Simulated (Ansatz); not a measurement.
hcp Ru was calculated with LDA (PAW; Ansatz, a first-principles code).

The input as run:

Ansatz 0.2 input:
```yaml
crystal:
  lattice:
    - [1.3466635767, -2.3324897356, 0.0]
    - [1.3466635767, 2.3324897356, 0.0]
    - [0.0, 0.0, 4.2498864427]
  atoms:
    - { symbol: Ru, position: [0.3333333333, 0.6666666667, 0.25] }
    - { symbol: Ru, position: [0.6666666667, 0.3333333333, 0.75] }
basis:
  ecutwfc: 520
  ecutrho_ratio: 4
  xc_grid: 2
kpoints:
  mp_grid: { grid: [24, 24, 14] }
hamiltonian:
  xc: lda
  dispersion: none
  pseudopotentials: { kind: paw }
scf:
  occupations: { method: fermi_dirac, width: 0.05 }
output:
  forces: true
  stress: true
  eigenvalues: true
relax:
  f_tol: 0.004
  escape_saddle: false
  max_steps: 80
  cell: { stress_tol: 0.02, fix: [volume] }
```

Excerpt of the program's output:

```
Relaxation: its limit of steps is 80 (relax.max_steps)
Crystal: 2 atoms, lattice volume = 26.698 Å³
Basis set: ecut = 520 eV, 711 PW (Γ), exchange–correlation on 48×48×64 points (8 copies of the dense FFT grid, shifted against one another)
Bands: 20, of which v1, the nominal top of the filled ones, is band 16 counted from 1 (15 counted from 0)
Symmetry: 24 space group operations
Space group: P63/mmc (ITA 194), of the structure as read, at distance tolerance 3.0e-5 Å
k-points: 488 of 8064
Functional: x = slater, c = lda
SCF iter   1: F=—  HF=-11516.585823 eV  |F-HF|=—  |Δ(HF+E_count)|=         —  Δρ=1.00e-2  dr2=1.23e-2
SCF iter   2: F=—  HF=-11516.584970 eV  |F-HF|=—  |Δ(HF+E_count)|=   8.53e-4  Δρ=5.37e-3  dr2=3.13e-3
  ...
SCF 1 converged in 6 iterations: F = -11516.584562 eV  dr2 = 3.03e-10
Crystal: 2 atoms, lattice volume = 26.698 Å³
Initial density: handed on by an earlier stage of this run
SCF 2 converged in 6 iterations: F = -11516.584579 eV  dr2 = 3.49e-14
Crystal: 2 atoms, lattice volume = 26.698 Å³
SCF 3 converged in 6 iterations: F = -11516.584587 eV  dr2 = 5.92e-15
Crystal: 2 atoms, lattice volume = 26.698 Å³
SCF iter   7: F=-11516.584587 eV  HF=-11516.584587 eV  |F-HF|=3.64e-12  |Δ(HF+E_count)|=  3.64e-12  Δρ=1.68e-8  dr2=4.15e-14
SCF iter   8: F=-11516.584587 eV  HF=-11516.584587 eV  |F-HF|=1.82e-12  |Δ(HF+E_count)|=  1.82e-12  Δρ=6.20e-9  dr2=5.03e-15
SCF 4 converged in 8 iterations: F = -11516.584587 eV  dr2 = 5.03e-15
SCF converged after 8 iterations
Free energy (F): -11516.584587 eV
Internal energy: -11516.569360 eV  (E = F + TS)
E sigma→0 (E₀):  -11516.576974 eV
Fermi energy:    23.712164 eV
--- Forces (eV/Å), atoms counted from 1 ---
  atom   1  Ru     0.00000000     0.00000000     0.00000000
  atom   2  Ru    -0.00000000    -0.00000000     0.00000000
--- Stress (GPa, compression-positive) ---
       -6.914974       0.000000       0.000000
        0.000000      -6.914974       0.000000
        0.000000       0.000000      -6.915403
  P = ⅓ Tr σ = -6.9151 GPa (-69.151 kbar)
```

The cell is one volume of an energy–volume scan, off the minimum.

The PAW data were made under PBE.
